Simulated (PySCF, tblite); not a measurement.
# CH₂BrFO, a complex of two parts: NMR shifts, interaction energy, infrared bands, spin-spin couplings and core binding energies, part 3 of 3

tblite 0.8.0 and PySCF 2.14.0. Atoms count from 0, parts from 1. The steps go on from the part before.

## 10. Core-electron binding energies: SCAN, X2C

What the job is given:

```
{"job": {"kind": "xps", "holes": 3}, "charge": 0, "multiplicity": 1, "parts": [{"atoms": "0-1", "charge": 0, "multiplicity": 1}, {"atoms": "2-5", "charge": 0, "multiplicity": 1}]}
Br     1.103013     0.373787     0.305509
F     -0.387281    -0.541123    -0.163506
C      4.155897     0.894057     0.549770
O      3.150744     1.476472     0.874581
H      4.116363    -0.075442     0.009949
H      5.152599     1.320831     0.782913
```

With the program's defaults for keys left out, this is: delta-SCF UKS SCAN, pcX-2 on the ionised atom, pcseg-1 elsewhere, spin-free X2C.

Standard output:

```text
ground state, core basis on atom 1 (F), 110 functions
  cycle   1  E = -2812.93022489  |g| = 7.68e-01
  cycle   2  E = -2812.33490478  |g| = 1.93e+00
  cycle   3  E = -2813.03290300  |g| = 9.34e-02
  cycle   4  E = -2813.03101279  |g| = 1.42e-01
  cycle   5  E = -2813.03493544  |g| = 2.49e-02
  cycle   6  E = -2813.03506804  |g| = 6.61e-03
  cycle   7  E = -2813.03508040  |g| = 1.74e-03
  cycle   8  E = -2813.03507918  |g| = 2.53e-04
  E(ground) = -2813.17819347 Eh
hole in F 1s of atom 1
  cycle   1  E = -2786.70490119  |g| = 2.59e+00
  cycle   2  E = -2785.91211073  |g| = 2.38e+00
  cycle   3  E = -2785.08693602  |g| = 1.54e+00
  cycle   4  E = -2786.75050486  |g| = 9.64e-01
  cycle   5  E = -2787.61989039  |g| = 2.25e-01
  cycle   6  E = -2787.60682938  |g| = 2.86e-01
  cycle   7  E = -2787.64115953  |g| = 5.88e-02
  cycle   8  E = -2787.64213547  |g| = 2.52e-02
  cycle   9  E = -2787.64257487  |g| = 9.91e-03
  cycle  10  E = -2787.64264017  |g| = 1.89e-03
  cycle  11  E = -2787.64264132  |g| = 6.43e-04
  cycle  12  E = -2787.64264318  |g| = 4.21e-04
  E(ion) = -2787.79086083 Eh   <S^2> = 0.7658   hole on atom = 1.000   binding energy = 690.825 eV
ground state, core basis on atom 2 (C), 110 functions
  cycle   1  E = -2812.99031889  |g| = 6.35e-02
  cycle   2  E = -2812.98979565  |g| = 6.25e-02
  cycle   3  E = -2812.98994063  |g| = 5.26e-02
  cycle   4  E = -2812.99044497  |g| = 1.36e-02
  cycle   5  E = -2812.99047748  |g| = 4.08e-03
  cycle   6  E = -2812.99048365  |g| = 3.97e-04
  E(ground) = -2813.13234190 Eh
hole in C 1s of atom 2
  cycle   1  E = -2801.59771798  |g| = 1.48e+00
  cycle   2  E = -2796.78218736  |g| = 3.16e+00
  cycle   3  E = -2800.50029158  |g| = 1.72e+00
  cycle   4  E = -2800.94003694  |g| = 1.25e+00
  cycle   5  E = -2801.98834105  |g| = 5.21e-01
  cycle   6  E = -2802.09286840  |g| = 3.84e-01
  cycle   7  E = -2802.12948487  |g| = 2.08e-01
  cycle   8  E = -2802.11745310  |g| = 2.60e-01
  cycle   9  E = -2802.16419371  |g| = 1.06e-01
  cycle  10  E = -2802.15164411  |g| = 1.61e-01
  cycle  11  E = -2802.15675775  |g| = 1.39e-01
  cycle  12  E = -2802.17059407  |g| = 2.24e-02
  cycle  13  E = -2802.17112265  |g| = 1.25e-02
  cycle  14  E = -2802.17120526  |g| = 2.49e-03
  cycle  15  E = -2802.17120980  |g| = 2.05e-03
  cycle  16  E = -2802.17120847  |g| = 2.36e-03
  cycle  17  E = -2802.17121199  |g| = 1.33e-03
  cycle  18  E = -2802.17121050  |g| = 7.08e-04
  cycle  19  E = -2802.17121076  |g| = 3.41e-04
  E(ion) = -2802.31085852 Eh   <S^2> = 1.2310   hole on atom = 1.000   binding energy = 294.468 eV
ground state, core basis on atom 3 (O), 110 functions
  cycle   1  E = -2813.01521084  |g| = 9.82e-02
  cycle   2  E = -2813.01322577  |g| = 1.09e-01
  cycle   3  E = -2813.01387611  |g| = 9.26e-02
  cycle   4  E = -2813.01547808  |g| = 1.39e-02
  cycle   5  E = -2813.01551593  |g| = 3.47e-03
  cycle   6  E = -2813.01552086  |g| = 5.98e-04
  cycle   7  E = -2813.01551951  |g| = 1.15e-04
  E(ground) = -2813.15533460 Eh
hole in O 1s of atom 3
  cycle   1  E = -2792.33161054  |g| = 2.22e+00
  cycle   2  E = -2790.00227065  |g| = 2.75e+00
  cycle   3  E = -2790.48573846  |g| = 1.80e+00
  cycle   4  E = -2792.09505226  |g| = 8.68e-01
  cycle   5  E = -2792.83254315  |g| = 7.77e-01
  cycle   6  E = -2793.09003548  |g| = 3.33e-01
  cycle   7  E = -2793.13214755  |g| = 1.96e-01
  cycle   8  E = -2793.15277225  |g| = 9.15e-02
  cycle   9  E = -2792.17028545  |g| = 8.57e-01
  cycle  10  E = -2792.19950298  |g| = 8.45e-01
  cycle  11  E = -2792.18886272  |g| = 8.48e-01
  cycle  12  E = -2792.19340210  |g| = 8.52e-01
  cycle  13  E = -2792.18775491  |g| = 8.54e-01
  cycle  14  E = -2792.18895570  |g| = 8.51e-01
  cycle  15  E = -2792.19084053  |g| = 8.49e-01
  cycle  16  E = -2792.25751530  |g| = 8.47e-01
  cycle  17  E = -2793.15996128  |g| = 4.20e-02
  cycle  18  E = -2793.14998466  |g| = 1.27e-01
  cycle  19  E = -2793.04514900  |g| = 3.33e-01
  cycle  20  E = -2793.04470170  |g| = 3.34e-01
  cycle  21  E = -2793.04732922  |g| = 3.31e-01
  cycle  22  E = -2793.04835836  |g| = 3.30e-01
  cycle  23  E = -2793.04429510  |g| = 3.35e-01
  cycle  24  E = -2793.02997635  |g| = 3.45e-01
  cycle  25  E = -2793.04245232  |g| = 3.38e-01
  cycle  26  E = -2793.04659817  |g| = 3.34e-01
  cycle  27  E = -2793.03723662  |g| = 3.44e-01
  cycle  28  E = -2793.02579127  |g| = 3.53e-01
  cycle  29  E = -2793.09586555  |g| = 3.16e-01
  cycle  30  E = -2793.13526120  |g| = 1.86e-01
  cycle  31  E = -2793.15163987  |g| = 1.06e-01
  cycle  32  E = -2793.02501817  |g| = 3.57e-01
  cycle  33  E = -2793.02303874  |g| = 3.58e-01
  cycle  34  E = -2793.02564258  |g| = 3.56e-01
  cycle  35  E = -2793.01853320  |g| = 3.62e-01
  cycle  36  E = -2793.01905618  |g| = 3.62e-01
  cycle  37  E = -2793.02123212  |g| = 3.60e-01
  cycle  38  E = -2793.03158806  |g| = 3.46e-01
  cycle  39  E = -2793.03326444  |g| = 3.48e-01
  cycle  40  E = -2793.05079221  |g| = 3.29e-01
  cycle  41  E = -2793.15991997  |g| = 5.80e-02
  cycle  42  E = -2793.16236239  |g| = 4.22e-02
  cycle  43  E = -2793.15859159  |g| = 7.47e-02
  cycle  44  E = -2793.16252381  |g| = 3.65e-02
  cycle  45  E = -2793.16386036  |g| = 6.02e-03
  cycle  46  E = -2793.16375279  |g| = 1.20e-02
  cycle  47  E = -2793.16388070  |g| = 1.32e-03
  cycle  48  E = -2793.16387956  |g| = 1.84e-03
  cycle  49  E = -2793.16387990  |g| = 1.34e-03
  cycle  50  E = -2793.16388073  |g| = 1.25e-04
  E(ion) = -2793.30477231 Eh   <S^2> = 0.9848   hole on atom = 1.000   binding energy = 540.161 eV

== part 1 alone, relaxed ==
ground state, core basis on atom 1 (F), 72 functions
  cycle   1  E = -2698.48050400  |g| = 5.22e-01
  cycle   2  E = -2698.19605151  |g| = 1.35e+00
  cycle   3  E = -2698.52303495  |g| = 6.78e-02
  cycle   4  E = -2698.52391099  |g| = 2.68e-02
  cycle   5  E = -2698.52409362  |g| = 3.07e-03
  cycle   6  E = -2698.52409923  |g| = 7.56e-04
  cycle   7  E = -2698.52409750  |g| = 7.70e-05
  E(ground) = -2698.66089510 Eh
hole in F 1s of atom 1
  cycle   1  E = -2672.13474630  |g| = 2.58e+00
  cycle   2  E = -2671.99920229  |g| = 2.20e+00
  cycle   3  E = -2672.99980757  |g| = 3.47e-01
  cycle   4  E = -2673.03024162  |g| = 1.33e-01
  cycle   5  E = -2673.04007289  |g| = 2.26e-02
  cycle   6  E = -2673.04040478  |g| = 5.20e-03
  cycle   7  E = -2673.04043497  |g| = 2.10e-03
  cycle   8  E = -2673.04047374  |g| = 2.38e-03
  cycle   9  E = -2673.04042979  |g| = 1.81e-03
  cycle  10  E = -2673.04038289  |g| = 9.76e-04
  cycle  11  E = -2673.04038249  |g| = 7.70e-04
  cycle  12  E = -2673.04038784  |g| = 7.22e-04
  cycle  13  E = -2673.04038861  |g| = 7.27e-04
  cycle  14  E = -2673.04038220  |g| = 4.92e-04
  E(ion) = -2673.18050341 Eh   <S^2> = 0.7595   hole on atom = 1.000   binding energy = 693.357 eV

== part 2 alone, relaxed ==
ground state, core basis on atom 0 (C), 69 functions
  cycle   1  E = -114.43682985  |g| = 6.37e-01
  cycle   2  E = -113.91603929  |g| = 1.67e+00
  cycle   3  E = -114.51712771  |g| = 7.40e-02
  cycle   4  E = -114.51796974  |g| = 4.18e-02
  cycle   5  E = -114.51838708  |g| = 4.79e-03
  cycle   6  E = -114.51839081  |g| = 1.11e-03
  cycle   7  E = -114.51839144  |g| = 5.76e-05
  E(ground) = -114.52145983 Eh
hole in C 1s of atom 0
  cycle   1  E = -103.17238017  |g| = 1.48e+00
  cycle   2  E = -102.30940485  |g| = 1.97e+00
  cycle   3  E = -103.36700717  |g| = 9.10e-01
  cycle   4  E = -103.65685762  |g| = 3.06e-01
  cycle   5  E = -103.69443024  |g| = 4.62e-02
  cycle   6  E = -103.69591048  |g| = 1.77e-02
  cycle   7  E = -103.69674750  |g| = 1.37e-02
  cycle   8  E = -103.69753270  |g| = 7.82e-03
  cycle   9  E = -103.69768703  |g| = 4.92e-03
  cycle  10  E = -103.69768798  |g| = 2.48e-03
  cycle  11  E = -103.69770019  |g| = 4.18e-04
  E(ion) = -103.69927908 Eh   <S^2> = 0.8929   hole on atom = 1.000   binding energy = 294.487 eV
ground state, core basis on atom 1 (O), 69 functions
  cycle   1  E = -114.54362659  |g| = 9.44e-02
  cycle   2  E = -114.54299423  |g| = 6.52e-02
  cycle   3  E = -114.54243492  |g| = 8.52e-02
  cycle   4  E = -114.54377897  |g| = 6.81e-03
  cycle   5  E = -114.54379083  |g| = 4.73e-04
  E(ground) = -114.54481357 Eh
hole in O 1s of atom 1
  cycle   1  E = -93.92309138  |g| = 2.21e+00
  cycle   2  E = -93.56803161  |g| = 2.15e+00
  cycle   3  E = -94.65512702  |g| = 4.84e-01
  cycle   4  E = -94.70841951  |g| = 1.93e-01
  cycle   5  E = -94.72391805  |g| = 2.40e-02
  cycle   6  E = -94.72415508  |g| = 8.66e-03
  cycle   7  E = -94.72418880  |g| = 2.01e-03
  cycle   8  E = -94.72419178  |g| = 5.11e-04
  cycle   9  E = -94.72419259  |g| = 6.09e-05
  E(ion) = -94.72642315 Eh   <S^2> = 0.7694   hole on atom = 1.000   binding energy = 539.286 eV
```

It took 19 s on 1 thread of AMD EPYC 7R43, shared host; peak memory 0.4 GiB.

The holes in one table. −ε is the ground-state orbital energy:

```csv
hole,stands for,environment,ΔSCF (eV),−ε (eV),⟨S²⟩
F1s on F1,F1,fluorine bonded to Br,690.82,666.1,0.766
C1s on C2,C2,"carbon bonded to O, 2 H",294.47 (doubtful),277.7,1.231
O1s on O3,O3,oxygen bonded to C,540.16 (doubtful),518.8,0.985
```

Doubtful: the ion did not converge, its hole moved, or its ⟨S²⟩ is well above 0.75.

What binding changes (parts relaxed alone, same level, their own basis):

```csv
hole,alone (eV),in the cluster,change (eV)
F1s on F1,693.36,690.82,-2.53
```

## 11. Side by side

Energies in kcal/mol, with wall time:

```csv
run,counterpoise,BSSE,electrostatic,Pauli,orbital,dispersion,correlation,time
wB97M-D3(BJ)/def2-TZVPD,-7.93,0.20,-21.23,28.32,-14.10,-1.11,–,40 s
PBE0-D3(BJ)/def2-TZVPD,-10.14,0.22,-20.30,26.95,-16.10,-0.91,–,21 s
MP2/aug-cc-pVTZ,-8.32,1.69,-20.81,27.95,-11.31,–,-5.85,13 s
```

## 12. Summary of results

The summary covers parts 1 to 3.

| quantity | value |
| --- | --- |
| binding energy (GFN2-xTB) | -9.47 kcal/mol |
| point group | Cs |
| rotational constants (main isotopes) | 42.87, 1.90, 1.82 GHz |
| shieldings of C, H, Br, F, O (PBE0/pcSseg-2) | C2 -29.7, H4 21.5, H5 21.8, Br0 -424.0, F1 610.5, O3 -365.5 ppm |
| largest proton shift on binding | H5, -0.52 ppm |
| interaction energy, counterpoise (wB97M-D3(BJ)/def2-TZVPD) | -7.93 kcal/mol |
| superposition error | 0.20 kcal/mol |
| binding energy (with deformation) | -7.18 kcal/mol |
| strongest single infrared mode (PBE0-D3(BJ)/def2-SVPD) | 1836 cm⁻¹ |
| largest coupling of the table (B3LYP/pcSseg-1+pcJ-1) | $^{1}J$(C,H) C2–H5, 191.1 Hz |
| F1s binding energies, SCAN/pcX-2 | F1 690.82 eV |
| range of the interaction energy over the runs of this table | -10.14 to -7.93 kcal/mol |

**Reading.** In the structure that the search hands on, at its xTB geometry, the leading contact, judged by the atoms' radii, is Br0···O3 (halogen bond, 2.42 Å). A later relaxation moves these distances. The start of the PBE0/def2-SVPD relaxation was shaken at random by about 0.01 Å, so part of the energy gained, and of the first lengths quoted, undoes that. Over 9 steps the energy fell by 0.157 eV; of the close pairs, C2–O3 changed most, 1.157 to 1.206 Å. At PBE0/pcSseg-2: The widest tensor belongs to Br0: span 5388 ppm, with a paramagnetic part of -3544 ppm. On binding (GIAO PBE0/pcSseg-2 NMR shielding, non-relativistic, gas phase), H5 moves most among the protons, 0.52 ppm upfield. No mode is imaginary at PBE0-D3(BJ)/def2-SVPD; the softest lies at 103 cm⁻¹. The interaction energy runs from -10.14 (PBE0-D3(BJ)/def2-TZVPD) to -7.93 kcal/mol (wB97M-D3(BJ)/def2-TZVPD). Spin-orbit coupling is left out, which matters for shieldings and couplings at and beside the heavy atoms.
